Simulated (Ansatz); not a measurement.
We consider SbI3 (R-3, No. 148), described by HSE06 in Ansatz (PAW).

Settings: plane-wave cutoff 500 eV, 4×4×4 k mesh, gaussian smearing 0.02 eV, scalar-relativistic PAW data made under PBE.

Cell (relaxed with PBEsol):

```cif
data_I18Sb6
_chemical_formula_sum 'Sb6 I18'
_space_group_name_H-M_alt 'R-3 :H'
_space_group_IT_number 148
_space_group_name_Hall '-R 3'
_cell_length_a 7.42468
_cell_length_b 7.42468
_cell_length_c 20.66565
_cell_angle_alpha 90.000
_cell_angle_beta 90.000
_cell_angle_gamma 120.000
loop_
_atom_site_label
_atom_site_type_symbol
_atom_site_symmetry_multiplicity
_atom_site_Wyckoff_symbol
_atom_site_fract_x
_atom_site_fract_y
_atom_site_fract_z
_atom_site_occupancy
Sb1 Sb 6 c 0.00000 0.00000 0.16693 1
I1 I 18 f 0.33055 0.00735 0.25226 1
```
(The calculation used a cell of 8 atoms; values per cell refer to that cell.)

Task: Predict the band gap.

Result: 
- band gap = 2.62 eV (on the SCF k mesh)

Measured, for comparison: band gap 2.1 eV (room temperature, no zero-point or thermal correction, indirect, our sources range from 2.10 to 2.22; as tabulated in Huang et al. (2020), arXiv:2008.08959).

Note: the cell comes from a level without a dispersion term, which matters for the spacing of layers, chains or molecules; cell and atoms aren't relaxed at this level (pressure 0.8 GPa); the cell has widely spaced layers and the level no dispersion term, so their spacing and the moduli can rest on weak binding.

Spin–orbit coupling is not included; with these elements it can move the gap by several tenths of an eV or more.

Static lattice: no zero-point or thermal effects.

Ansatz is a first-principles code.
